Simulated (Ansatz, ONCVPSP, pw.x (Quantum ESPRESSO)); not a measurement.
**What a changed setting does to a pw.x run (bcc Ta)**

Potential: optimised norm-conserving Vanderbilt (ONCV), ONCVPSP 4.0.1, PBEsol; core [Kr] 4d10 4f14, reference 5s2 5p6 5d3 6s1; waves: 5s+6s: rc 1.80 bohr, ncon 4, nbas 7, qcut 7.9 1/bohr, 2 projectors; 5p: rc 1.35 bohr, ncon 3, nbas 6, qcut 6.7 1/bohr, 2 projectors, debl 3.5 Ha; 5d: rc 1.95 bohr, ncon 3, nbas 7, qcut 4.9 1/bohr, 1 projector; local part: polynomial inside 1.10 bohr (lpopt 5, dvloc0 1 Ha); core correction: Teter function fitted to the true core (icmod 2), fcfact 0.4.

The reference run (k-mesh 14³, cutoffs 150/600 Ry, Fermi–Dirac 0.01 Ry, mixing_beta 0.4, conv_thr 1e-9, no spin) gives -1.46 GPa at 17.551 Å³/atom, where all-electron LAPW gives 1.56 GPa. This run, with its own iteration cap, changes k-mesh shift to 1.

```
&control
  calculation='scf', prefix='x', pseudo_dir='./', outdir='./tmp', tstress=.true., disk_io='none'
/
&system
  ibrav=0, nat=1, ntyp=1, ecutwfc=150, ecutrho=600, nbnd=14,
  occupations='smearing', smearing='fd', degauss=0.01
/
&electrons
  conv_thr=1e-09, mixing_beta=0.4, electron_maxstep=50
/
ATOMIC_SPECIES
Ta 1.0 Ta.UPF
CELL_PARAMETERS angstrom
  -1.63712042 1.63712042 1.63712042
  1.63712042 -1.63712042 1.63712042
  1.63712042 1.63712042 -1.63712042
ATOMIC_POSITIONS crystal
Ta 0.0000 0.0000 0.0000
K_POINTS automatic
14 14 14 1 1 1
```

```bash
pw.x < Ta.scf.in > Ta.scf.out
```

How does the run end?

It converges in 8 iterations; the free energy moves by +2.0 meV/atom and the pressure by -0.03 GPa.

```
Message from routine setup:
     using ibrav=0 with symmetry is DISCOURAGED, use correct ibrav instead
     lattice parameter (alat)  =       5.3585  a.u.
     unit-cell volume          =     118.4400 (a.u.)^3
     number of electrons       =        13.00
     number of Kohn-Sham states=           14
     kinetic-energy cutoff     =     150.0000  Ry
     charge density cutoff     =     600.0000  Ry
     scf convergence threshold =      1.0E-09
     Exchange-correlation= PBESOL
     number of k points=   100  Fermi-Dirac smearing, width (Ry)=  0.0100
     iteration #  1     ecut=   150.00 Ry     beta= 0.40
     total energy              =    -131.17031930 Ry
     estimated scf accuracy    <       0.62729994 Ry
     iteration #  2     ecut=   150.00 Ry     beta= 0.40
     total energy              =    -131.15561017 Ry
     estimated scf accuracy    <       0.08878055 Ry
     iteration #  3     ecut=   150.00 Ry     beta= 0.40
     total energy              =    -131.17489081 Ry
     estimated scf accuracy    <       0.00086318 Ry
     iteration #  4     ecut=   150.00 Ry     beta= 0.40
     total energy              =    -131.17488849 Ry
     estimated scf accuracy    <       0.00048294 Ry
     iteration #  5     ecut=   150.00 Ry     beta= 0.40
     total energy              =    -131.17499259 Ry
     estimated scf accuracy    <       0.00000122 Ry
     iteration #  6     ecut=   150.00 Ry     beta= 0.40
     total energy              =    -131.17499269 Ry
     estimated scf accuracy    <       0.00000105 Ry
     iteration #  7     ecut=   150.00 Ry     beta= 0.40
     total energy              =    -131.17499287 Ry
     estimated scf accuracy    <          6.2E-09 Ry
     iteration #  8     ecut=   150.00 Ry     beta= 0.40
     the Fermi energy is    18.8649 ev
!    total energy              =    -131.17499287 Ry
     estimated scf accuracy    <          9.0E-11 Ry
     smearing contrib. (-TS)   =      -0.00587803 Ry
     The total energy is F=E-TS. E is the sum of the following terms:
     one-electron contribution =     -15.18309519 Ry
     hartree contribution      =      14.10089502 Ry
     xc contribution           =     -30.68674357 Ry
     ewald contribution        =     -99.40017110 Ry
     convergence has been achieved in   8 iterations
          total   stress  (Ry/bohr**3)                   (kbar)     P=      -14.92
     Message from routine punch:
     Nothing written, as per user request (disk_io='none')
```

The run took about 57 s on one core of a shared host (Intel(R) Xeon(R) Platinum 8375C CPU @ 2.90GHz, 128 threads, 992 GiB, load 43).
